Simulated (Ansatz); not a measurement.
# CH₄SSi (SMILES C[Si]S): functionals against CCSD(T) at one geometry

An exercise on one series of results from a longer session: the logs are not shown, and one member is left open.

Computed with Ansatz 0.2.0, Gaussian basis. Level: single points in def2-TZVPP.

Cores are frozen in the correlated methods.

## The system as given

7 atoms, charge 0, spin multiplicity 1.

Atoms are counted from 1 here; the program's logs count them from 0.

Bond lengths: C1–Si2 1.958 Å, C1–H4 1.089 Å, C1–H5 1.111 Å, C1–H6 1.113 Å, Si2–S3 2.216 Å, S3–H7 1.313 Å. Angles: Si2–C1–H4 118.4°, Si2–C1–H5 106.9°, Si2–C1–H6 112.2°, H4–C1–H5 112.3°, H4–C1–H6 103.2°, H5–C1–H6 102.8°, C1–Si2–S3 93.4°, Si2–S3–H7 91.7°.

Coordinates:

```csv
atom,x (Å),y (Å),z (Å)
C1,-0.8373,0.6102,-0.2503
Si2,0.3421,0.0181,1.1959
S3,1.5246,-1.3047,-0.1316
H4,-1.4213,-0.1402,-0.7817
H5,-0.2206,1.2283,-0.9373
H6,-1.6090,1.3307,0.1034
H7,2.3443,-1.6184,0.8453
```

Set-up of the first run:

run/in.yaml

```yaml
crystal:
  periodic: [false, false, false]
  atoms:
    - {symbol: C, position_ang: [-0.837300, 0.610200, -0.250300]}
    - {symbol: Si, position_ang: [0.342100, 0.018100, 1.195900]}
    - {symbol: S, position_ang: [1.524600, -1.304700, -0.131600]}
    - {symbol: H, position_ang: [-1.421300, -0.140200, -0.781700]}
    - {symbol: H, position_ang: [-0.220600, 1.228300, -0.937300]}
    - {symbol: H, position_ang: [-1.609000, 1.330700, 0.103400]}
    - {symbol: H, position_ang: [2.344300, -1.618400, 0.845300]}
basis:
  gaussian: {orbitals: def2-TZVPP}
correlation: {method: ccsd_t}
output: {forces: true}
```

No record of the launch command was kept for these runs.

Steps of the session up to this table: CCSD(T)/def2-TZVPP; PBE0-D4/def2-TZVPP; wB97M-V/def2-TZVPP; r2SCAN-D4/def2-TZVPP; PBE-D4/def2-TZVPP; HSE06-D4/def2-TZVPP; BLYP-D4/def2-TZVPP.

One of the session's tables, all rows but one given; the rest of the session is left out.

```
   method  RMS force component (eV/Å)  angle to CCSD(T) forces (°)  dipole (D)
  CCSD(T)                       0.574                    reference        0.67
  PBE0-D4                       0.606                          4.3        0.70
  wB97M-V                       0.600                          4.7        0.86
r2SCAN-D4                       0.586                          4.6        0.58
   PBE-D4                       0.554                         16.9        0.55
 HSE06-D4                       0.602                          4.3        0.69
  BLYP-D4                           ?                            ?           ?
```

Estimate the missing values for BLYP-D4.

The run gave: RMS force component (eV/Å): 0.511; angle to CCSD(T) forces (°): 18.8; dipole (D): 0.57. In the column «RMS force component (eV/Å)» it is the lowest.
